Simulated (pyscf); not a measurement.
**Four-centre exchange: HO–AsH–OH (SMILES O[AsH]O) + SiH₄ (SMILES [SiH4]) -> HO–SiH₃ (SMILES O[SiH3]) + HO–AsH₂ (SMILES O[AsH2])**

Gas phase, singlet surface, charge 0. Bonds broken: O1–As2, Si7–H8. Bonds formed: O1–Si7, As2–H8. PySCF, gas phase, ωB97X-D3(BJ)/def2-SVP geometries.

Transition state (Å):

```xyz
11

O     -1.7680     0.6292     0.8492
As    -1.9541    -1.0721    -0.2518
O     -1.4071    -1.2926    -1.9289
H     -2.4658     1.0153     1.4064
H     -0.8276    -1.7738     0.5043
H     -0.4608    -1.1214    -2.0374
Si    -0.1654     1.4670     0.5042
H     -0.2194     0.1237    -0.4392
H      0.0293     2.3418    -0.6970
H      1.1219     1.0173     1.1297
H     -0.6153     2.5074     1.5291
```

One imaginary mode, 484i cm⁻¹; descent along it reached the two sides named, in the forms told below.

| bond | change | reactant side (Å) | saddle | product side |
|---|---|---|---|---|
| O1–As2 | breaks | 1.804 | 2.035 | 2.8 |
| Si7–H8 | breaks | 1.493 | 1.642 | 3.1 |
| O1–Si7 | forms | 2.9 | 1.841 | 1.676 |
| As2–H8 | forms | 3.3 | 2.115 | 1.533 |

Electronic energies relative to the separated reactants (kcal/mol):

```csv
level,barrier,reaction energy,reverse barrier
ωB97X-D3(BJ)/def2-TZVP,36.9,-14.6,51.5
PBE/def2-TZVP,31.5,-12.9,44.4
r²SCAN/def2-TZVP,33.8,-14.7,48.5
B3LYP-D3(BJ)/def2-TZVP,35.2,-14.9,50.1
PBE0-D3(BJ)/def2-TZVP,33.8,-14.7,48.5
M06-2X/def2-TZVP,37.9,-15.3,53.2
ωB97M-D3(BJ)/def2-TZVP,37.0,-15.4,52.4
HF/def2-TZVP,56.6,-18.1,74.8
```

With ωB97M-D3(BJ)/def2-TZVP energies and thermal terms (ideal gas, 1 atm, RRHO with modes under 100 cm⁻¹ raised to 100, one conformer, R ln 2 for rigid chiral ones), in kcal/mol:

| T (K) | ΔH‡ | ΔG‡ | ΔH | ΔG |
|---|---|---|---|---|
| 298 | 37.2 | 48.0 | -15.3 | -16.7 |
| 600 | 37.5 | 58.9 | -15.4 | -18.1 |
| 900 | 38.0 | 69.5 | -15.4 | -19.4 |
| 1200 | 38.7 | 79.9 | -15.4 | -20.7 |

On the product side the descent ends in a complex (not fully relaxed), 4.5 kcal/mol under the separated species and 56.0 kcal/mol under the saddle at ωB97X-D3(BJ)/def2-TZVP. One saddle was located; it need not be the lowest between these sides. Elements up to Kr have no core potential and no relativistic terms here.
